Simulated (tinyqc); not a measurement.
Inside a calculation. Method: Pariser-Parr-Pople SCF with singles CI, for the molecule O=CN=O (SMILES; centres numbered as the heavy atoms are written). One step of it, computed by the program tinyqc.

Question. PPP integrals. Mataga-Nishimoto: gamma = 14.399645/(R + a), a = 2 x 14.399645/(gamma_rr + gamma_ss); H_rr = -W_r - sum_(s != r) z_s gamma_rs; H_rs = beta for bonds.

Centres (angstrom, eV; a flat drawing with bonds scaled to 1.40 angstrom):

| centre | x | y | core charge z | W | gamma_rr |
|---|---|---|---|---|---|
| 1O | 1.848000 | -0.127000 | 1 | 19.130000 | 14.000000 |
| 2C | 0.559000 | 0.421000 | 1 | 10.180000 | 10.160000 |
| 3N | -0.559000 | -0.421000 | 1 | 13.400000 | 11.070000 |
| 4O | -1.848000 | 0.127000 | 1 | 19.130000 | 14.000000 |

Resonance integrals (eV):

| i | j | beta |
|---|---|---|
| 1 | 2 | -2.370000 |
| 2 | 3 | -2.420000 |
| 3 | 4 | -2.370000 |

Give: repulsion gamma_rs; core matrix H.

Answer.

repulsion gamma_rs (eV), lower triangle:
```
         1O       2C       3N       4O
1O  14.0000
2C   5.5540  10.1600
3N   4.0294   5.2246  11.0700
4O   3.0422   3.9812   5.6482  14.0000
```

core matrix H (eV), lower triangle:
```
          1O        2C        3N        4O
1O  -31.7556
2C   -2.3700  -24.9397
3N    0.0000   -2.4200  -28.3022
4O    0.0000    0.0000   -2.3700  -31.8017
```
